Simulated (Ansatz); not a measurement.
System: rock-salt RbBr. Method: PBEsol-D3(BJ) (PAW; Ansatz, an electronic-structure program).

Numerical settings: plane-wave cutoff 520 eV, 8×8×8 k mesh, Fermi–Dirac smearing 0.01 eV, scalar-relativistic PAW data made under PBE.

Response to compression and expansion:

```json
[
 {"V (Å³/atom)": "35.377", "P (GPa)": "1.25", "direct gap at Γ (eV)": "4.534"},
 {"V (Å³/atom)": "36.129", "P (GPa)": "0.79", "direct gap at Γ (eV)": "4.478"},
 {"V (Å³/atom)": "36.882", "P (GPa)": "0.39", "direct gap at Γ (eV)": "4.424"},
 {"V (Å³/atom)": "37.635", "P (GPa)": "0.02", "direct gap at Γ (eV)": "4.373"},
 {"V (Å³/atom)": "38.387", "P (GPa)": "-0.29", "direct gap at Γ (eV)": "4.325"},
 {"V (Å³/atom)": "39.140", "P (GPa)": "-0.58", "direct gap at Γ (eV)": "4.279"},
 {"V (Å³/atom)": "39.893", "P (GPa)": "-0.83", "direct gap at Γ (eV)": "4.234"}
]
```

A straight line through the gaps at Γ against ln V gives a volume deformation potential dE_g(Γ)/d ln V of -2.5 eV: the gap at Γ widens under compression.

Measured, for comparison: band gap 7.2 eV (temperature not stated, no zero-point or thermal correction; as tabulated in Aguado et al. (1998), arXiv:cond-mat/9809176).

Spin–orbit coupling is not included.
